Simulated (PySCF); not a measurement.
**MgCl2: BP86 against PBE0**

Base calculation in PySCF with density fitting and no spin–orbit coupling, BP86/def2-TZVP (no relativity): singlet, D∞h, Mg–Cl 2.186 Å (×2); wavenumbers 105 (×2), 313, 602 cm⁻¹; gap between the highest occupied and lowest empty levels 5.12 eV, polar-tensor charge of Mg 1.19 e, atomisation energy (no zero-point energy) 768 kJ/mol.

Problem. What changes on going to PBE0/def2-TZVP (no relativity)?

Solution. The point group stays the same. Changes: mean bond to Mg -0.016 Å, highest wavenumber +21 cm⁻¹, lowest wavenumber +4 cm⁻¹, gap between the highest occupied and lowest empty levels +2.10 eV, polar-tensor charge of Mg +0.05 e, atomisation energy (no zero-point energy) +6 kJ/mol. The new structure has Mg–Cl 2.170 Å (×2), with wavenumbers 109 (×2), 324, 623 cm⁻¹.

The structures come from searches over a few start shapes, so lower isomers are not excluded.
